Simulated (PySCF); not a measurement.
**C3H4O2: core ionisation energies**

Compound: 3-oxetanone, C3H4O2.
Atom-mapped SMILES: `[O:1]=[C:2]1[CH2:3][O:4][CH2:5]1`

Structure used (PBE0-D3(BJ)/def2-SVP), in Å, numbered top down from 1:
```
atom  x, y, z in Å
O1     0.5679    1.5961    1.1472
C2     0.2379    0.6675    0.4800
C3     0.8240   -0.1318   -0.6781
O4    -0.3413   -0.9526   -0.6869
C5    -0.9654   -0.2641    0.3936
H6     1.7529   -0.6832   -0.4431
H7     0.9716    0.4388   -1.6134
H8    -1.1313   -0.8966    1.2848
H9    -1.9165    0.2259    0.1158
```

The calculation used delta-SCF UKS SCAN, pcX-2 on the ionised atom, pcseg-1 elsewhere, spin-free X2C (PySCF 2.14.0). Each binding energy is the total energy of the core-ionised species, with the hole localised on one atom, minus that of the ground state; both are solved self-consistently, so orbital relaxation is included.

Q: Give the core binding energies atom by atom.

A: 
```json
{"atom(s)": "O4", "bonded to": "2 C", "level": "O 1s", "binding energy (eV)": "538.92", "above the level's lowest (eV)": "+0.32", "count": "1"}
{"atom(s)": "O1", "bonded to": "C (double bond)", "level": "O 1s", "binding energy (eV)": "538.60", "above the level's lowest (eV)": "0.00", "count": "1"}
{"atom(s)": "C2", "bonded to": "O (double bond) and 2 C", "level": "C 1s", "binding energy (eV)": "294.03", "above the level's lowest (eV)": "+1.28", "count": "1"}
{"atom(s)": "C3/C5", "bonded to": "O, C and 2 H", "level": "C 1s", "binding energy (eV)": "292.75", "above the level's lowest (eV)": "0.00", "count": "2"}
```

The listed C 1s values span 1.28 eV, from C3/C5 (bonded to O, C and 2 H) to C2 (bonded to O (double bond) and 2 C).

The listed O 1s values span 0.32 eV, from O1 (bonded to C (double bond)) to O4 (bonded to 2 C).

Q: Which photon energy gives electrons from O 1s of O4 a kinetic energy of 200 eV, and what is their de Broglie wavelength?

A: hν = 538.92 + 200 = 738.92 eV, recoil neglected; λ = 12.264 Å/√(E/eV) = 0.87 Å.

Atoms equivalent by their bonding share one computed value, that of the first of them. Isolated species at its PBE0-D3(BJ)/def2-SVP geometry, gas phase.
